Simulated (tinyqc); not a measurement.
Inside a calculation (part 2 of 2). Method: LCCD on RHF in the sto-3g basis, for H2O, spin multiplicity 1. Computed by tinyqc, a small Python program that keeps every step (integrals from PySCF). Command: `OMP_NUM_THREADS=1 python tinyqc.py 27463 27464 out.jsonl` (the two numbers bound the seeds that draw the settings). One thread of a shared host (Intel(R) Xeon(R) Processor @ 2.60GHz), about 0.1 s of CPU time with the checks.

Geometry (angstrom):
```
atom         x          y         z
O     0.000000   0.000000  0.000000
H     0.000000   0.838000  0.581000
H     0.000000  -0.838000  0.581000
```

## LCCD: convergence

E_corr = 1/4 sum <ij||ab> t_ij^ab; stop when the norm of the change is below 1e-8.

Course of the amplitude iterations:
```
update  correlation energy (hartree)  norm of the change
0                        -0.04007184                   -
1                        -0.05140895            7.88e-02
2                        -0.05518056            3.06e-02
3                        -0.05756706            1.30e-02
4                        -0.05755864            1.31e-03
5                        -0.05756110            3.34e-04
6                        -0.05756164            3.03e-05
7                        -0.05756163            4.72e-06
8                        -0.05756163            8.03e-07
9                        -0.05756164            2.74e-07
10                       -0.05756163            4.48e-08
11                       -0.05756163            5.15e-09
```

Converged amplitudes (spin orbitals 1a, 1b, ...; amplitudes related by a flip of all spins are not repeated; the 24 largest):
```
from      to          t
3a 3b  7a 7b  -0.085211
4a 4b  6a 6b  -0.058648
3a 4b  6b 7a   0.055711
3a 3b  6a 6b  -0.054486
4a 4b  7a 7b  -0.044839
3a 4b  6a 7b  -0.043542
2a 4b  6a 6b  -0.038779
2a 3b  6a 7b  -0.033546
2a 2b  6a 6b  -0.032144
5a 5b  6a 6b  -0.027914
2a 3b  6b 7a   0.022135
2a 2b  7a 7b  -0.018378
3a 4a  6a 7a   0.012169
5a 5b  7a 7b  -0.011738
2a 3a  6a 7a  -0.011411
2a 4b  7a 7b   0.004269
1a 2b  7a 7b  -0.000767
1a 1b  6a 6b  -0.000586
1a 4b  7a 7b   0.000465
1a 3a  6a 7a   0.000433
1a 1b  7a 7b  -0.000415
1a 2b  6a 6b  -0.000257
1a 3b  6b 7a   0.000223
1a 3b  6a 7b   0.000210
```

LCCD total energy = -75.01614183 hartree

Converged in 11 updates, with DIIS from the third.
